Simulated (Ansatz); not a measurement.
## Ansatz (development build ahead of 0.2.0) run

```yaml
crystal:
  periodic: [false, false, false]
  atoms:
    - { symbol: C, position_ang: [0.0, 0.0, -0.5274] }
    - { symbol: "N", position_ang: [0.0, 0.0, 0.5274] }
basis:
  gaussian: { orbitals: "6-31G" }
magnetization:
  initial_magnetization: 1
hamiltonian:
  xc: hf
correlation:
  method: bccd_t
  frozen_orbitals: { C: 1, "N": 1 }
```

The input is written out in the form of the current development build from the run's settings. Correlation on restricted open-shell orbitals is semicanonical, with singles.

Results

```yaml
Converged: yes
Reference_energy_starting_determinant: -92.11277 hartree
Correlation_energy: -0.19514 hartree
Total_energy: -92.30792 hartree
```
